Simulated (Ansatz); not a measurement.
# CH radical: how energies converge with the basis set

The task here is to estimate one member of a computed series from the others.

Method: one geometry, several basis sets; program: Ansatz 0.2.0, Gaussian basis.

The runs, in order: PBE0-D4/def2-SVP; ωB97M-V/def2-SVP; PBE0-D4/def2-QZVPP; ωB97M-V/def2-QZVPP; CCSD(T)/cc-pV(D+d)Z; CCSD(T)/cc-pV(T+d)Z; CCSD(T)/cc-pV(Q+d)Z; the functionals' def2-TZVPP values are taken from earlier runs.

## Structure used throughout

All runs share one geometry, relaxed beforehand with PBE0-D4 in a triple-zeta def2 set.

SMILES `[CH]`, 2 atoms, charge 0, spin multiplicity 2.

Atoms are counted from 1 here; the program's logs count them from 0.

Bond lengths: C1–H2 1.123 Å.

Set-up of the first run:

Contents of in.yaml:

```yaml
crystal:
  periodic: [false, false, false]
  atoms:
    - {symbol: C, position_ang: [0.000000, -0.000000, 0.161066]}
    - {symbol: H, position_ang: [-0.000000, 0.000000, -0.961438]}
basis:
  gaussian: {orbitals: def2-SVP}
magnetization: {spin_polarized: true, initial_magnetization: 1}
hamiltonian: {xc: pbe0, dispersion: d4}
output: {orbitals: {seedname: orbitals}}
```

Launch:

```
> ansatz run in.yaml --threads 2 --pin off --events-out ev --progress --plain --max-ram 22528MiB --backend cpu
```

Steps of the session up to this table: PBE0-D4 in def2-SVP; ωB97M-V in def2-SVP; PBE0-D4 in def2-QZVPP; ωB97M-V in def2-QZVPP.

One table of the session follows, with a row left open; its other results are not shown here.

It belongs to the step «Density functionals: the series». 

| functional | basis | HOMO (eV) | LUMO (eV) |
| --- | --- | --- | --- |
| PBE0-D4 | def2-SVP | -7.29 | -3.46 |
| PBE0-D4 | def2-TZVPP | ? | ? |
| PBE0-D4 | def2-QZVPP | -7.41 | -3.68 |
| ωB97M-V | def2-SVP | -9.36 | -1.18 |
| ωB97M-V | def2-TZVPP | -9.51 | -1.44 |
| ωB97M-V | def2-QZVPP | -9.52 | -1.49 |

Q: Estimate the row for PBE0-D4, def2-TZVPP from the others.

**Answer.** HOMO (eV): -7.40; LUMO (eV): -3.66. In the column «HOMO (eV)» it lies between PBE0-D4, def2-QZVPP (-7.41) and PBE0-D4, def2-SVP (-7.29).
